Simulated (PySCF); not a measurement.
Species: CH5BO.
Bonds: B1–O2, O2–C3. Hydrogens: H4, H5 on B1; H6, H7, H8 on C3.

Computed with PBE0-D3(BJ)/def2-SVP geometry optimisation, gas phase in PySCF 2.14.0.

(1) What internal coordinates does the optimisation give?

Answers

(1) 
```json
{"bond": "B1–O2", "length (Å)": "1.338", "order": "single"}
{"bond": "O2–C3", "length (Å)": "1.405", "order": "single"}
{"bond": "B1–H4, B1–H5", "length (Å)": "1.212", "order": "single"}
{"bond": "C3–H6, C3–H7, C3–H8", "length (Å)": "1.101", "order": "single"}
```

Bonds in one row agree within 0.01 Å and their mean is given. Orders are formal, as drawn. A selection of angles:
```json
{"angle": "O2–B1–H4", "degrees": "120.2"}
{"angle": "O2–B1–H5", "degrees": "116.8"}
{"angle": "H4–B1–H5", "degrees": "122.9"}
{"angle": "B1–O2–C3", "degrees": "123.4"}
{"angle": "O2–C3–H6", "degrees": "109.3"}
{"angle": "O2–C3–H7", "degrees": "111.6"}
{"angle": "H6–C3–H7", "degrees": "109.2"}
{"angle": "H6–C3–H8", "degrees": "108.2"}
```

B1 (three-coordinate boron) is planar (angles 122.9°, 120.2° and 116.8°, sum 360.0°, 0.00 Å off the plane of its three neighbours). O2 (boron-bound oxygen) is bent (angle 123.4°). Of the pairs four or more bonds apart, H4···H7 is among the closest relative to their van der Waals radii: 2.33 Å, 97 % of the sum of Bondi's values.

Point group: Cs (tolerance 0.08 Å). No PBE0-D3(BJ)/def2-SVP frequencies stand behind this structure, so it isn't proved a minimum. The numbers are those of one conformer (H–B1–O2–C3 0° and 180°).
